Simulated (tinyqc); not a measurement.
Extended Hueckel theory, for CH4+, step by step. The parameters take no account of the charge, which enters only through the electron count. One step of it, computed by the program tinyqc.

Question. Wolfsberg-Helmholz matrix. H_ij = K' S_ij (H_ii + H_jj)/2 for i != j (the diagonal keeps H_ii), with K' = K + D^2 + D^4 (1 - K), D = (H_ii - H_jj)/(H_ii + H_jj), K = 2.

overlap S, order 1C 2s, 1C 2px, 1C 2py, 1C 2pz, 2H 1s, 3H 1s, 4H 1s, 5H 1s:
```
[[1.000000, 0.000000, 0.000000, 0.000000, 0.487786, 0.487786, 0.487786, 0.487786],
 [0.000000, 1.000000, 0.000000, 0.000000, 0.282115, 0.282115, -0.282115, -0.282115],
 [0.000000, 0.000000, 1.000000, 0.000000, 0.282115, -0.282115, 0.282115, -0.282115],
 [0.000000, 0.000000, 0.000000, 1.000000, 0.282115, -0.282115, -0.282115, 0.282115],
 [0.487786, 0.282115, 0.282115, 0.282115, 1.000000, 0.145008, 0.145008, 0.145008],
 [0.487786, 0.282115, -0.282115, -0.282115, 0.145008, 1.000000, 0.145008, 0.145008],
 [0.487786, -0.282115, 0.282115, -0.282115, 0.145008, 0.145008, 1.000000, 0.145008],
 [0.487786, -0.282115, -0.282115, 0.282115, 0.145008, 0.145008, 0.145008, 1.000000]]
```

diagonal H_ii (eV): [-21.400000, -11.400000, -11.400000, -11.400000, -13.600000, -13.600000, -13.600000, -13.600000]

K = 2.000000

Give: H.

Answer.

H (eV), order 1C 2s, 1C 2px, 1C 2py, 1C 2pz, 2H 1s, 3H 1s, 4H 1s, 5H 1s:
```
[[-21.4000, 0.0000, 0.0000, 0.0000, -17.4754, -17.4754, -17.4754, -17.4754],
 [0.0000, -11.4000, 0.0000, 0.0000, -7.0800, -7.0800, 7.0800, 7.0800],
 [0.0000, 0.0000, -11.4000, 0.0000, -7.0800, 7.0800, -7.0800, 7.0800],
 [0.0000, 0.0000, 0.0000, -11.4000, -7.0800, 7.0800, 7.0800, -7.0800],
 [-17.4754, -7.0800, -7.0800, -7.0800, -13.6000, -3.9442, -3.9442, -3.9442],
 [-17.4754, -7.0800, 7.0800, 7.0800, -3.9442, -13.6000, -3.9442, -3.9442],
 [-17.4754, 7.0800, -7.0800, 7.0800, -3.9442, -3.9442, -13.6000, -3.9442],
 [-17.4754, 7.0800, 7.0800, -7.0800, -3.9442, -3.9442, -3.9442, -13.6000]]
```
